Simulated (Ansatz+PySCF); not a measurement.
Results of a calculation; reference values are marked as such.
Input for PySCF 2.14.0:

```python
from pyscf import gto, scf, cc

mol = gto.M(atom="""
C 0.000000 0.028950 -0.639680
N 0.000000 0.064840 0.690930
H 0.000000 -0.899370 -1.067130
H -0.811380 0.520640 -0.996630
H 0.811380 0.520640 -0.996630
H -0.747710 -0.384740 1.030980
H 0.747710 -0.384740 1.030980
""", basis='def2-svp', charge=0, spin=0)
mf = scf.RHF(mol)
mf.kernel()
mycc = cc.CCSD(mf, frozen=2).run()
et = mycc.ccsd_t()
print(mf.e_tot, mycc.e_corr, et, mycc.e_tot + et)
```

The script is written out from the run's settings.

Results

```
Converged               : yes
Reference energy        : -95.10897 hartree
CCSD correlation energy : -0.34726 hartree
Triples correction      : -0.00737 hartree
Total energy            : -95.46360 hartree
```
